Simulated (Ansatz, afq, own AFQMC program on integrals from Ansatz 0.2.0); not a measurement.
## Where AFQMC and coupled cluster stand for GeO⁻, quartet

```xyz
2

Ge    0.0000    0.0000    0.0000
O     0.0000    0.0000    1.8504
```

Basis aug-cc-pVTZ. Noble-gas cores (and the filled d shells of Ga–Kr and In–Xe) are frozen. Integrals, coupled cluster, full CI and functionals: Ansatz 0.2.0; the random walks run on the same integrals in our own AFQMC program. The CISD trial takes its coefficients from CCSD amplitudes. Released means that phaseless walkers are propagated on without the constraint, phases kept. Uncertainties: one standard error, sampling alone. No spin–orbit coupling.

Determinant: ROHF, the one that the program's search chose, which needn't be the lowest solution. The geometry is a PBE0/def2-TZVP stationary point of this or a neighbouring charge and spin state.

No full CI on the walks' own integrals is used here. The released AFQMC energy serves as the reference, which it does only where one determinant dominates, the energy is flat over the last release times and near the phaseless one (40 meV or 2 meV an electron, half that with transition metals). On small molecules, where full CI could be run and the noise was under 10 meV, such values lay within 10 meV of it in 19 cases of 20, a flattering rate, since the rule was set on those same cases; what remains of the bias isn't in the error bar.

Cautions: no relativity below Rb; no spin-orbit coupling; inner d shell frozen; lower spins were not checked; the released value is read at 2.40 1/Eh (meV from the phaseless value at times in 1/Eh: -10 ± 5 at 0.24, -26 ± 10 at 0.51, -24 ± 6 at 0.99, -29 ± 6 at 1.62, -31 ± 8 at 2.40).

* T1 diagnostic: 0.0233
* weight of the determinant in the CISD state: 0.881
* size of the correlated space: 11 electrons in 90 orbitals

Reference: AFQMC with the constraint released, correlation energy -8.612 ± 0.008 eV.

| level | E − E(reference) (meV) | share of correlation (%) |
| --- | --- | --- |
| HF | 8612.3 ± 8.0 | 0.00 |
| MP2 | 929.7 ± 8.0 | 89.21 |
| CCSD | 361.7 ± 8.0 | 95.80 |
| CCSD(T) | 35.4 ± 8.0 | 99.59 |
| ph-AFQMC/HF | 130.3 ± 27.6 | 98.49 |
| ph-AFQMC/CISD | 30.5 ± 9.5 | 99.65 |

A walk keeps the symmetry of its determinant, which the program's search chose and which needn't be the lowest solution, so a lower state of the same spin and another symmetry isn't excluded. Released energies are given only where the last usable release times agree within the noise; a slower fall can still hide under it.
